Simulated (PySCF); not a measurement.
Reaction (SMILES): ClCCl → Cl[CH-]Cl + H+
B3LYP-D3(BJ)/def2-TZVP geometries, fixed; electronic energies without zero-point terms.

Effect of the auxiliary basis of density fitting at B3LYP/def2-TZVP with PySCF, against the last row, where the deprotonation energy is 386.56 kcal/mol.

| setting | fitting functions, largest species | largest shift of a total energy (mEh) | shift of the deprotonation energy (kcal/mol) |
|---|---|---|---|
| density fitting: autoaux | 707 | -0.014 | -0.003 |
| density fitting: def2-universal-jkfit | 367 | -0.039 | 0.018 |
| density fitting: cc-pvtz-jkfit | 381 | -0.009 | 0.005 |
| density fitting: cc-pvqz-jkfit | 504 | -0.003 | -0.001 |
| density fitting: none | - | 0.000 | 0.000 |

Within 0.02 kcal/mol in the deprotonation energy: density fitting: autoaux; density fitting: def2-universal-jkfit; density fitting: cc-pvtz-jkfit; density fitting: cc-pvqz-jkfit. The largest shift is 0.039 mEh in a total energy and 0.018 kcal/mol in the difference.
